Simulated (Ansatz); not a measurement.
The input, for Ansatz 0.2.0:

```yaml
crystal:
  periodic: [false, false, false]
  atoms:
    - {symbol: Zr, position_ang: [0.000000, 0.000000, 0.000000]}
    - {symbol: Ge, position_ang: [0.000000, 0.000000, 2.459800]}
basis:
  gaussian: {orbitals: def2-SVP, point_charges: [{charge: 0.50, position_ang: [3.013, 0.865, -0.263]}]}
magnetization: {spin_polarized: false, initial_magnetization: 2}
hamiltonian: {xc: hf}
output: {forces: true, orbitals: {seedname: orbitals}}
```

```sh
$ ansatz run in.yaml --threads 1 --pin off --events-out ev --progress --plain --max-ram 2393MiB
```

The program prints:

```
643 factors; integrals over basis functions are off by at most 4.0e-4 eV
mean field evaluation 1: about -57725.6756 eV, gradient 2.0e1 eV
mean field evaluation 2: about -57725.7153 eV, gradient 2.0e1 eV
mean field evaluation 4: about -57728.1431 eV, gradient 2.5e0 eV
mean field evaluation 8: about -57728.2245 eV, gradient 4.9e-1 eV
mean field evaluation 16: about -57728.2417 eV, gradient 2.1e-1 eV
mean field evaluation 32: about -57728.3410 eV, gradient 2.0e-3 eV
mean field evaluation 64: about -57727.2399 eV, gradient 2.8e-1 eV
mean field evaluation 96: about -57723.9147 eV, gradient 6.7e0 eV
mean field evaluation 128: about -57725.9320 eV, gradient 2.0e1 eV
mean field evaluation 160: about -57728.4125 eV, gradient 1.9e-1 eV
...
mean field evaluation 992: about -57728.3886 eV, gradient 4.5e-1 eV
mean field evaluation 1024: about -57722.8999 eV, gradient 1.2e1 eV
mean field evaluation 1056: about -57728.0561 eV, gradient 7.4e-1 eV
mean field evaluation 1088: about -57728.3516 eV, gradient 3.8e-1 eV
mean field evaluation 1120: about -57727.5814 eV, gradient 7.1e-1 eV
mean field evaluation 1152: about -57727.9884 eV, gradient 5.8e-1 eV
mean field evaluation 1184: about -57727.8512 eV, gradient 6.0e-1 eV
mean field evaluation 1216: about -57728.1373 eV, gradient 5.4e-1 eV
mean field evaluation 1248: about -57728.1468 eV, gradient 1.4e0 eV
mean field evaluation 1280: about -57722.8458 eV, gradient 8.3e0 eV
mean field -57728.55535460 eV, -2121.4852794613 hartree, gradient 2.1e-6 eV, S^2 2.000000; 8 other end points of the search recorded, 0 dependent functions left out
the calculation of the forces begins
reference -57728.55535460 eV, -2121.4852794613 hartree; 23, 21 occupied and 40, 42 virtual orbitals, 643 factors
Total energy: -57728.55535460 eV, -2121.4852794613 hartree
Atom 0 at     0.000000     0.000000     0.000000 Å, force     0.184464     0.052958    -1.285839 eV/Å
Atom 1 at     0.000000     0.000000     2.459800 Å, force     0.120123     0.034486     1.161185 eV/Å
Dipole moment:    -0.943776    -0.270948    -0.563981 e Å
```

Forces (eV/Å):
```
Zr   0.184  0.053 -1.286
Ge   0.120  0.034  1.161
```

Ran on 1 thread of Arm Neoverse V1, shared host: 16 s wall, 0.2 GiB peak host memory.
